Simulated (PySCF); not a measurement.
**How well do the runs reproduce experiment for oxazole?**

**Measured values to compare with.**

From NIST CCCBDB Release 22 (SRD 101), experimental dipoles, for the gas: dipole moment 1.503 D.

The runs below try to reproduce these values; the comparison stands at the end.

Oxazole, C3H3NO.
Atom-mapped SMILES: `[cH:1]1[cH:2][o:3][cH:4][n:5]1` (hydrogens: H6 on C1; H7 on C2; H8 on C4)

Structure used (PBE0-D3(BJ)/def2-SVP), in Å, numbered top down from 1:
```xyz
8
C3H3NO angstrom
C     -0.708   -0.067    0.739
C     -0.755    0.431   -0.525
O      0.473    0.267   -1.075
C      1.203   -0.323   -0.114
N      0.562   -0.547    0.982
H     -1.499   -0.112    1.485
H     -1.517    0.900   -1.141
H      2.241   -0.549   -0.351
```

The PySCF runs (gas phase, on this PBE0-D3(BJ)/def2-SVP geometry; no spin–orbit coupling):

```
              level                                                                            job  basis functions
CAM-B3LYP/def2-SVPD  10 singlets by full TDDFT, 4 Tamm–Dancoff triplets, polarisability, ΔSCF ions              127
BHandHLYP/def2-SVPD  10 singlets by full TDDFT, 4 Tamm–Dancoff triplets, polarisability, ΔSCF ions              127
       HF/def2-SVPD        10 singlets by TDHF, 4 Tamm–Dancoff triplets, polarisability, ΔSCF ions              127
  wB97X-D/def2-SVPD  10 singlets by full TDDFT, 4 Tamm–Dancoff triplets, polarisability, ΔSCF ions              127
       PBE0/6-31+G*             10 singlets by full TDDFT, 4 Tamm–Dancoff triplets, polarisability               96
     PBE0/def2-TZVP             10 singlets by full TDDFT, 4 Tamm–Dancoff triplets, polarisability              173
    PBE0/def2-TZVPD             10 singlets by full TDDFT, 4 Tamm–Dancoff triplets, polarisability              215
    BHandHLYP/pcJ-1                                    spin–spin couplings from 8 perturbed nuclei              165
    CAM-B3LYP/pcJ-1                                    spin–spin couplings from 8 perturbed nuclei              165
          KT2/pcJ-1                                    spin–spin couplings from 8 perturbed nuclei              165
          LDA/pcJ-1                                    spin–spin couplings from 8 perturbed nuclei              165
          PBE/pcJ-1                                    spin–spin couplings from 8 perturbed nuclei              165
```

All basis functions are spherical.

**Comparison with experiment**

**Dipole moment.** Measured: 1.503 D (NIST CCCBDB Release 22 (SRD 101), experimental dipoles).

```json
{"level": "CAM-B3LYP/def2-SVPD", "computed (D)": "1.585", "computed − measured (D)": "+0.082", "% (from the printed values)": "+5"}
{"level": "BHandHLYP/def2-SVPD", "computed (D)": "1.548", "computed − measured (D)": "+0.045", "% (from the printed values)": "+3"}
{"level": "HF/def2-SVPD", "computed (D)": "1.506", "computed − measured (D)": "+0.003", "% (from the printed values)": "0"}
{"level": "wB97X-D/def2-SVPD", "computed (D)": "1.597", "computed − measured (D)": "+0.094", "% (from the printed values)": "+6"}
{"level": "PBE0/6-31+G*", "computed (D)": "1.641", "computed − measured (D)": "+0.138", "% (from the printed values)": "+9"}
{"level": "PBE0/def2-TZVP", "computed (D)": "1.581", "computed − measured (D)": "+0.078", "% (from the printed values)": "+5"}
{"level": "PBE0/def2-TZVPD", "computed (D)": "1.580", "computed − measured (D)": "+0.077", "% (from the printed values)": "+5"}
{"level": "BHandHLYP/pcJ-1", "computed (D)": "1.602", "computed − measured (D)": "+0.099", "% (from the printed values)": "+7"}
{"level": "CAM-B3LYP/pcJ-1", "computed (D)": "1.623", "computed − measured (D)": "+0.120", "% (from the printed values)": "+8"}
{"level": "KT2/pcJ-1", "computed (D)": "1.546", "computed − measured (D)": "+0.043", "% (from the printed values)": "+3"}
{"level": "LDA/pcJ-1", "computed (D)": "1.637", "computed − measured (D)": "+0.134", "% (from the printed values)": "+9"}
{"level": "PBE/pcJ-1", "computed (D)": "1.603", "computed − measured (D)": "+0.100", "% (from the printed values)": "+7"}
```

12 of the 34 levels run are shown, the closest and the furthest among them. All 34 levels lie above the measurement. The computed dipoles belong to one fixed geometry; measured ones are averaged over vibrations unless marked μe. Magnitudes are compared, not signs.

The geometry is computed, not the measured one. Where a level misses, the cause wasn't examined.
